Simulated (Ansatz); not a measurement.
in.yaml

```yaml
crystal:
  periodic: [false, false, false]
  atoms:
    - {symbol: C, position_ang: [0.000000, 0.000000, 2.673967]}
    - {symbol: B, position_ang: [0.000000, 0.000000, -0.733033]}
    - {symbol: O, position_ang: [0.000000, 0.000000, -1.940933]}
basis:
  gaussian: {orbitals: cc-pVDZ}
magnetization: {spin_polarized: true, initial_magnetization: 1}
hamiltonian: {xc: {name: r2SCAN}}
```

```sh
$ ansatz run in.yaml --threads 1 --pin off --events-out ev --progress --plain --max-ram 2393MiB
```

Task: Roughly how long does this take on 1 thread of Intel Xeon Platinum 8488C, shared host, and how much host memory?

Result: 12 s wall and 0.19 GiB.

```
469 factors; their error is unknown
mean field evaluation 1: about -3738.6271 eV, gradient 4.0e1 eV
mean field evaluation 2: about -3425.9486 eV, gradient 1.5e2 eV
mean field evaluation 4: about -3741.2191 eV, gradient 2.7e1 eV
mean field evaluation 8: about -3750.0329 eV, gradient 3.2e0 eV
mean field evaluation 16: about -3750.1094 eV, gradient 5.6e-3 eV
mean field evaluation 32: about -3743.7809 eV, gradient 1.8e1 eV
mean field evaluation 64: about -3749.5889 eV, gradient 1.7e-6 eV
mean field evaluation 96: about -3749.4075 eV, gradient 3.7e-1 eV
mean field -3750.10939716 eV, -137.8139784304 hartree, gradient 1.8e-6 eV, S^2 1.663394; 12 other end points of the search recorded, 0 dependent functions left out
reference -3750.10940614 eV, -137.8139787603 hartree; 10, 9 occupied and 32, 33 virtual orbitals, 469 factors
Total energy: -3750.10940614 eV, -137.8139787603 hartree
```
